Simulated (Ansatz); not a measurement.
Molecule: cyclobutane, C4H8 (charge 0, singlet). 
Structure (B3LYP-D3(BJ)/def2-TZVP (Ansatz, a quantum-chemistry and plane-wave program) minimum search):
SMILES: C1CCC1
```xyz
12

C     -0.0021     1.0817     0.1209
C      0.0007    -1.0808     0.1288
C     -1.0806    -0.0019    -0.1307
C      1.0820     0.0010    -0.1189
H      0.0003     1.9568    -0.5289
H     -0.0082     1.4196     1.1583
H      0.0054    -1.9605    -0.5146
H     -0.0045    -1.4112     1.1686
H     -1.9615    -0.0007     0.5111
H     -1.4091    -0.0061    -1.1712
H      1.9558     0.0045     0.5324
H      1.4217    -0.0023    -1.1558
```

Total electronic energies in hartree. Correlated levels leave the core frozen unless marked. Spin-orbit coupling is left out. No relativistic terms. CBS(X,Y): correlation extrapolated as X^-3; Hartree-Fock from the larger set. The bracket is a focal-point correction in the basis named.

```json
[
 {"level": "RI-HF/aug-cc-pVTZ", "program": "Ansatz", "energy (Eh)": "-156.15098"},
 {"level": "BLYP-D4/def2-TZVPD", "program": "Ansatz + dftd4", "energy (Eh)": "(withheld)"},
 {"level": "PBE0/def2-TZVP", "program": "Ansatz", "energy (Eh)": "-157.07063"},
 {"level": "HSE06/def2-TZVPD", "program": "Ansatz", "energy (Eh)": "-157.06084"},
 {"level": "CAM-B3LYP-D4/def2-TZVPD", "program": "Ansatz + dftd4", "energy (Eh)": "(withheld)"},
 {"level": "B2GP-PLYP-D4/def2-TZVPD", "program": "Ansatz + dftd4", "energy (Eh)": "(withheld)"},
 {"level": "RI-MP2/cc-pVTZ", "program": "Ansatz", "energy (Eh)": "-156.84181"},
 {"level": "CCSD/cc-pVDZ", "program": "Ansatz", "energy (Eh)": "-156.72795"},
 {"level": "RI-MP2/CBS(cc-pVTZ,cc-pVQZ)+[CCSD(T)-MP2]/cc-pVTZ", "program": "Ansatz", "energy (Eh)": "-156.9955"}
]
```

Q: Complete the blanks.

A: 
- BLYP-D4/def2-TZVPD, energy (Eh): -157.18427
- CAM-B3LYP-D4/def2-TZVPD, energy (Eh): -157.17582
- B2GP-PLYP-D4/def2-TZVPD, energy (Eh): -157.07569
